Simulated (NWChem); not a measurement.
System: pyrrole (C₄H₅N); SMILES c1c[nH]cc1

Excerpt of the output:

```
             Northwest Computational Chemistry Package (NWChem) 7.3.0
             --------------------------------------------------------

 C2V symmetry detected

                             Geometry "geometry" -> ""
                             -------------------------

 Output coordinates in angstroms (scale by  1.889725989 to convert to a.u.)

  No.       Tag          Charge          X              Y              Z
 ---- ---------------- ---------- -------------- -------------- --------------
    1 C                    6.0000     0.00000000     0.71077741    -0.98288118
    2 C                    6.0000     0.00000000    -0.71077741    -0.98288118
    3 C                    6.0000     0.00000000    -1.11920857     0.33423320
    4 N                    7.0000     0.00000000     0.00000000     1.11717690
    5 C                    6.0000     0.00000000     1.11920857     0.33423320
    6 H                    1.0000     0.00000000     1.36525308    -1.85248924
    7 H                    1.0000     0.00000000    -1.36525308    -1.85248924
    8 H                    1.0000     0.00000000    -2.11556014     0.77079398
    9 H                    1.0000     0.00000000     0.00000000     2.12692804
   10 H                    1.0000     0.00000000     2.11556014     0.77079398

 Effective nuclear repulsion energy (a.u.)     161.0198503307

      Symmetry information
      --------------------

 Group name             C2v
 Group number             16
 Group order               4
 No. of unique centers     6

                                 NWChem DFT Module
                                 -----------------

 Summary of "ao basis" -> "ao basis" (spherical)
 ------------------------------------------------------------------------------
       Tag                 Description            Shells   Functions and Types
 ---------------- ------------------------------  ------  ---------------------
 C                         def2-tzvp                11       31   5s3p2d1f
 N                         def2-tzvp                11       31   5s3p2d1f
 H                         def2-tzvp                 4        6   3s1p

      Symmetry analysis of basis
      --------------------------

        a1         70
        a2         25
        b1         30
        b2         60

            General Information
            -------------------
          SCF calculation type: DFT
          Wavefunction type:  closed shell.
          No. of atoms     :    10
          No. of electrons :    36
           Alpha electrons :    18
            Beta electrons :    18
          Charge           :     0
          Spin multiplicity:     1
          Use of symmetry is: on ; symmetry adaption is: on
          Maximum number of iterations: 150
          AO basis - number of functions:   185
                     number of shells:    75
          Convergence on energy requested:  1.00D-06
          Convergence on density requested:  1.00D-05
          Convergence on gradient requested:  5.00D-04

              XC Information
              --------------
                  TPSS hybrid Method XC Functional
                     Hartree-Fock (Exact) Exchange  0.100
                  TPSS metaGGA Exchange Functional  0.900
             TPSS03 metaGGA Correlation Functional  1.000

             Grid Information
             ----------------
          Grid used for XC integration:  medium
          Radial quadrature: Mura-Knowles
          Angular quadrature: Lebedev.
          Tag              B.-S. Rad. Rad. Pts. Rad. Cut. Ang. Pts.
          ---              ---------- --------- --------- ---------
          C                   0.70       49          10.0       434
          N                   0.65       49          10.0       434
          H                   0.35       45          12.0       434
          Grid pruning is: on
          Number of quadrature shells:   282
          Spatial weights used:  Erf1

      Superposition of Atomic Density Guess
      -------------------------------------

 Sum of atomic energies:        -207.49591062

      Non-variational initial energy
      ------------------------------

 Total energy =    -211.129533
 1-e energy   =    -596.708195
 2-e energy   =     224.558812
 HOMO         =      -0.243498
 LUMO         =       0.044883

      Symmetry analysis of molecular orbitals - initial
      -------------------------------------------------

  Numbering of irreducible representations:

     1 a1          2 a2          3 b1          4 b2

  Orbital symmetries:

     1 a1          2 a1          3 b2          4 a1          5 b2
     6 a1          7 a1          8 b2          9 a1         10 b2
    11 a1         12 b1         13 a1         14 b2         15 b2
    16 a1         17 b1         18 a2         19 b1         20 a2
    21 a1         22 a1         23 b2         24 a1         25 b2
    26 a1         27 b2         28 a1

------------------------------------------------------------
EAF file 0: "./job.aoints.0" size=253231104 bytes
------------------------------------------------------------
               write      read    awrite     aread      wait
               -----      ----    ------     -----      ----
     calls:      483         0         0         0         0
   data(b): 2.53e+08  0.00e+00  0.00e+00  0.00e+00
   time(s): 0.00e+00  0.00e+00  0.00e+00  0.00e+00  0.00e+00
rate(mb/s): 0.00e+00  0.00e+00
------------------------------------------------------------

     ---------------------------------------------
      Total Density - Mulliken Population Analysis
     ---------------------------------------------

    Atom       Charge   Shell Charges
 -----------   ------   -------------------------------------------------------
    1 C    6     6.33   0.86  1.12  0.57  0.61  0.09  1.26  1.37  0.38  0.02  0.06  0.01
    2 C    6     6.33   0.86  1.12  0.57  0.61  0.09  1.26  1.37  0.38  0.02  0.06  0.01
    3 C    6     6.03   0.86  1.12  0.56  0.59  0.09  1.17  1.18  0.35  0.02  0.07  0.01
    4 N    7     7.28   0.82  1.16  0.55  0.78  0.13  1.50  1.75  0.53  0.01  0.06  0.00
    5 C    6     6.03   0.86  1.12  0.56  0.59  0.09  1.17  1.18  0.35  0.02  0.07  0.01
    6 H    1     0.83   0.23  0.45  0.12  0.02
    7 H    1     0.83   0.23  0.45  0.12  0.02
    8 H    1     0.82   0.23  0.44  0.12  0.02
    9 H    1     0.69   0.22  0.35  0.08  0.03
   10 H    1     0.82   0.23  0.44  0.12  0.02

   convergence    iter        energy       DeltaE   RMS-Dens  Diis-err
 ---------------- ----- ----------------- --------- --------- ---------
 d= 0,ls=0.0,diis     1   -210.2083310001 -3.71D+02  3.79D-03  5.21D-01
 d= 0,ls=0.0,diis     2   -210.2205289335 -1.22D-02  3.19D-03  3.20D-01
 d= 0,ls=0.0,diis     3   -210.2349098839 -1.44D-02  1.32D-03  2.22D-01
 d= 0,ls=0.0,diis     4   -210.2631369405 -2.82D-02  2.56D-04  6.65D-03
 d= 0,ls=0.0,diis     5   -210.2637840374 -6.47D-04  6.78D-05  6.22D-04
  Resetting Diis
 d= 0,ls=0.0,diis     6   -210.2638477961 -6.38D-05  1.59D-05  3.53D-05
 d= 0,ls=0.0,diis     7   -210.2638510365 -3.24D-06  1.28D-05  4.39D-06
 d= 0,ls=0.0,diis     8   -210.2638505533  4.83D-07  7.36D-06  8.70D-06

         Total DFT energy =     -210.263850553308
      One electron energy =     -601.381604013108
           Coulomb energy =      260.641123108458
    Exchange-Corr. energy =      -30.543219979332
 Nuclear repulsion energy =      161.019850330674

 Numeric. integr. density =       35.999987492552

                  Occupations of the irreducible representations
                  ----------------------------------------------

                     irrep           alpha         beta
                     --------     --------     --------
                     a1                9.0          9.0
                     a2                1.0          1.0
                     b1                2.0          2.0
                     b2                6.0          6.0

                       DFT Final Molecular Orbital Analysis
                       ------------------------------------

 Vector   16  Occ=2.000000D+00  E=-3.532498D-01  Symmetry=a1
              MO Center= -2.2D-16,  1.6D-14, -6.2D-01, r^2= 2.6D+00
   Bfn.  Coefficient  Atom+Function         Bfn.  Coefficient  Atom+Function
  ----- ------------  ---------------      ----- ------------  ---------------
     7      0.279229   1 C  py               38     -0.279229   2 C  py
    10      0.200165   1 C  py               41     -0.200165   2 C  py
    70     -0.137222   3 C  pz              132     -0.137222   5 C  pz
   169     -0.107459   8 H  s               181     -0.107459  10 H  s
   157      0.097709   6 H  s               163      0.097709   7 H  s

 Vector   17  Occ=2.000000D+00  E=-2.310598D-01  Symmetry=b1
              MO Center= -1.7D-15,  1.5D-14, -3.1D-01, r^2= 2.3D+00
   Bfn.  Coefficient  Atom+Function         Bfn.  Coefficient  Atom+Function
  ----- ------------  ---------------      ----- ------------  ---------------
    99      0.269967   4 N  px                6     -0.242890   1 C  px
    37     -0.242890   2 C  px              102      0.239530   4 N  px
     9     -0.217007   1 C  px               40     -0.217007   2 C  px
   105      0.214001   4 N  px               12     -0.138749   1 C  px
    43     -0.138749   2 C  px               71     -0.028795   3 C  px

 Vector   18  Occ=2.000000D+00  E=-2.003794D-01  Symmetry=a2
              MO Center=  6.6D-16, -1.0D-14,  6.0D-03, r^2= 2.6D+00
   Bfn.  Coefficient  Atom+Function         Bfn.  Coefficient  Atom+Function
  ----- ------------  ---------------      ----- ------------  ---------------
    68      0.269936   3 C  px              130     -0.269936   5 C  px
    71      0.243904   3 C  px              133     -0.243904   5 C  px
    74      0.190318   3 C  px              136     -0.190318   5 C  px
     6     -0.154713   1 C  px               37      0.154713   2 C  px
     9     -0.140375   1 C  px               40      0.140375   2 C  px

[...]
```

Level: TPSSh/def2-TZVP. Geometry: optimised at PBE0/def2-SVP.

Question: Reconstruct the input file.

Answer: This is not unique; one that fits is the input that was run:
```
start job
memory heap 200 mb stack 900 mb global 1100 mb
geometry units angstroms noautoz
  C      0.707947    -0.986020     0.000000
  C     -0.713602    -0.981953     0.000000
  C     -1.118268     0.336322     0.000000
  N      0.003176     1.116063     0.000000
  C      1.120140     0.329923     0.000000
  H      1.359933    -1.857496     0.000000
  H     -1.370562    -1.849686     0.000000
  H     -2.113367     0.775729     0.000000
  H      0.006067     2.125810     0.000000
  H      2.117736     0.763634     0.000000
end
basis spherical
  * library def2-tzvp
end
dft
  xc xctpssh
  iterations 150
  semidirect filesize 400000000
  mulliken
end
task dft energy
```
